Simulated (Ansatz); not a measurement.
Input file:

```yaml
crystal:
  periodic: [false, false, false]
  atoms:
    - {symbol: O, position_ang: [0.080329, 1.041330, 0.333186]}
    - {symbol: P, position_ang: [-0.013472, -0.397140, 0.947657]}
    - {symbol: Si, position_ang: [-0.080031, -0.131656, -1.198682]}
    - {symbol: H, position_ang: [1.368899, -0.656918, -1.009689]}
basis:
  gaussian: {orbitals: STO-3G}
total_charge: 1
magnetization: {spin_polarized: false, initial_magnetization: 1}
correlation: {method: sc_nevpt2, electrons: outside_noble_gas, active_space: {window: {electrons: 3, orbitals: 3}, places: [1, 2]}}
```

```sh
$ ansatz run in.yaml --threads 1 --pin off --events-out ev --progress --plain --max-ram 2393MiB
```

(1) One thing in this input was set wrong on purpose, beside settings that are merely unusual. What is the gravest fault, and what does the program do?

Answers

(1) Two definitions of the active space. How the run ends: refused.
```
Error: invalid value for `correlation.active_space`: name one of window, places and ras
```
